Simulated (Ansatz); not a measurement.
# C3H3N: one species, many methods

One table from this session's results is given with a row withheld; the runs are named, their logs left out.

Program: Ansatz 0.2.0, Gaussian basis. Level of theory: functionals in def2-TZVPP, the program's frozen cores in correlated methods. These are calculated values, not measurements.

Levels to be run: LDA (SPW92), PBE-D4, revPBE-D4, BLYP-D4, r2SCAN-D4, B97M-V, PBE0-D4, B3LYP-D4, r2SCANh-D4, r2SCAN0-D4, HSE06-D4, BHLYP-D4, CAM-B3LYP-D4, LC-ωPBE, ωB97X-V, ωB97M-V, B2PLYP, PBE-QIDH; CCSD(T)/def2-SVP; CCSD(T)/def2-TZVPP; MP2/def2-QZVPP; extrapolation to the limit; RPA on PBE.

## Structure used throughout

An earlier PBE0-D4 in a triple-zeta def2 set relaxation fixed the geometry.

SMILES `[H]/N=C\C#C`, 7 atoms, charge 0, spin multiplicity 1.

Atoms are counted from 1 here; the program's logs count them from 0.

Bond lengths: H1–N2 1.021 Å, N2–C3 1.269 Å, C3–C4 1.430 Å, C3–H6 1.092 Å, C4–C5 1.202 Å, C5–H7 1.065 Å. Angles: H1–N2–C3 110.5°, N2–C3–C4 126.0°, N2–C3–H6 118.1°, C4–C3–H6 115.9°, C3–C4–C5 179.5°, C4–C5–H7 179.5°.

Set-up of the first run:

File in.yaml:

```yaml
crystal:
  periodic: [false, false, false]
  atoms:
    - {symbol: H, position_ang: [0.059636, -1.922297, 0.267067]}
    - {symbol: N, position_ang: [0.576942, -1.414235, 0.986273]}
    - {symbol: C, position_ang: [0.514796, -0.164093, 0.778380]}
    - {symbol: C, position_ang: [-0.172709, 0.476227, -0.299937]}
    - {symbol: C, position_ang: [-0.747492, 1.023622, -1.202926]}
    - {symbol: H, position_ang: [1.027905, 0.499807, 1.477002]}
    - {symbol: H, position_ang: [-1.259077, 1.500969, -2.005859]}
basis:
  gaussian: {orbitals: def2-TZVPP}
hamiltonian: {xc: lda}
output: {orbitals: {seedname: orbitals}}
```

On the command line:

```bash
> ansatz run in.yaml --threads 4 --pin off --events-out ev --progress --plain --max-ram 10444MiB
```

Steps of the session up to this table: LDA; PBE-D4 (GGA); revPBE-D4 (GGA); BLYP-D4 (GGA); r2SCAN-D4 (meta-GGA); B97M-V (meta-GGA); PBE0-D4 (hybrid); B3LYP-D4 (hybrid); r2SCANh-D4 (hybrid); r2SCAN0-D4 (hybrid); HSE06-D4 (hybrid); BHLYP-D4 (hybrid); CAM-B3LYP-D4 (range-separated); LC-ωPBE (range-separated); ωB97X-V (range-separated); ωB97M-V (range-separated); B2PLYP (double hybrid); PBE-QIDH (double hybrid).

One table of the session follows, with a row left open; its other results are not shown here.

It belongs to the step «Frontier levels by functional». 

```
  functional  HOMO (eV)  LUMO (eV)  gap (eV)
 LDA (SPW92)      -6.69      -2.83      3.86
      PBE-D4      -6.61      -2.58      4.02
   revPBE-D4      -6.56      -2.49      4.07
     BLYP-D4      -6.50      -2.44      4.06
   r2SCAN-D4      -6.95      -2.43      4.53
      B97M-V      -7.11      -2.28      4.84
     PBE0-D4          ?          ?         ?
    B3LYP-D4      -7.92      -1.81      6.12
  r2SCANh-D4      -7.54      -2.05      5.48
  r2SCAN0-D4      -8.41      -1.50      6.91
    HSE06-D4      -7.78      -1.96      5.81
    BHLYP-D4      -9.25      -0.44      8.81
CAM-B3LYP-D4      -9.59      -0.42      9.17
     LC-ωPBE     -10.99       0.74     11.73
     ωB97X-V     -10.56       0.69     11.25
     ωB97M-V     -10.45       0.63     11.07
```

Q: Estimate the row for PBE0-D4 from the others.

**Answer.** HOMO (eV): -8.18; LUMO (eV): -1.58; gap (eV): 6.60. In the column «HOMO (eV)» it lies between r2SCAN0-D4 (-8.41) and B3LYP-D4 (-7.92).
